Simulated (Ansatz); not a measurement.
acetonitrile (SMILES CC#N) moved off its minimum; all values from Ansatz (a program for electronic structure), cores frozen in correlated methods.
(charge 0, multiplicity 1)
```xyz
6

C     -1.1183     0.0065     0.0150
C      0.3056    -0.0145     0.0194
N      1.4250     0.0195    -0.0426
H     -1.5202    -0.7530    -0.6923
H     -1.5065    -0.2545     0.9586
H     -1.5253     1.0235    -0.3554
```

Forces at PBE/def2-TZVPP (eV/Å):

| atom | Fx | Fy | Fz |
|---|---|---|---|
| C1 | -1.180 | 0.980 | -2.185 |
| C2 | -4.328 | 0.095 | -0.027 |
| N3 | 5.339 | 0.056 | -0.151 |
| H4 | 0.252 | 0.252 | 0.142 |
| H5 | -0.670 | -0.077 | 1.501 |
| H6 | 0.586 | -1.307 | 0.720 |

Q: Give the forces (eV/Å), the total energy and the dipole at MP2/aug-cc-pVTZ.

A: 
```
atom      Fx      Fy      Fz
----  ------  ------  ------
C1    -1.766   0.968  -2.272
C2    -4.809   0.070   0.019
N3     5.906   0.079  -0.191
H4     0.426   0.493   0.359
H5    -0.514   0.029   1.223
H6     0.757  -1.638   0.861
```
Energy -132.4879 hartree, dipole 3.90 D.
